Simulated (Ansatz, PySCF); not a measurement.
Molecule: CH3F, charge 0, multiplicity 1. 
Structure (B3LYP-D3(BJ)/def2-TZVP (Ansatz, a quantum-chemistry and plane-wave program) minimum search):
SMILES: FC
```xyz
5

C     -0.6251     0.0987     0.0634
F      0.7404    -0.1169    -0.0750
H     -0.8995    -0.0428     1.1096
H     -0.8540     1.1182    -0.2499
H     -1.1596    -0.6155    -0.5645
```

Total electronic energies in hartree. Correlated levels leave the core frozen unless marked. No spin-orbit coupling. Non-relativistic. Basis-set limits of correlation are two-point, X^-3; Hartree-Fock from the larger set. [CCSD(T)-MP2]/basis is that difference in the basis named.

```tsv
level	program	energy (Eh)
HF-D4/def2-TZVPD	PySCF + dftd4	-139.10674
PBE0/6-31G*	Ansatz	-139.58456
BHLYP/def2-TZVPD	Ansatz	-139.73940
PW6B95-D3(BJ)/def2-TZVPD	PySCF + dftd3	-139.95609
PW6B95-D4/def2-TZVPD	PySCF + dftd4	-139.95653
MN15/def2-TZVPD	PySCF	-139.66746
B2GP-PLYP/def2-TZVPD	Ansatz	-139.68451
B2PLYP-D4/def2-TZVPD	Ansatz + dftd4	-139.70941
MP2/STO-3G	Ansatz	-137.23651
MP2/CBS(cc-pVTZ,cc-pVQZ)	Ansatz	-139.6019
SCS-MP2/6-31G*	Ansatz	-139.33088
CCSD/6-31G*	Ansatz	-139.35402
CCSD(T) with core electrons/cc-pwCVTZ	Ansatz	-139.67047
RI-MP2/CBS(cc-pVTZ,cc-pVQZ)+[CCSD(T)-MP2]/cc-pVDZ	Ansatz	-139.6300
CCSD(T)/CBS(def2-TZVPPD,def2-QZVPPD)	Ansatz	-139.6286
```

Totals of different functionals don't rank their quality; only differences between species are comparable.
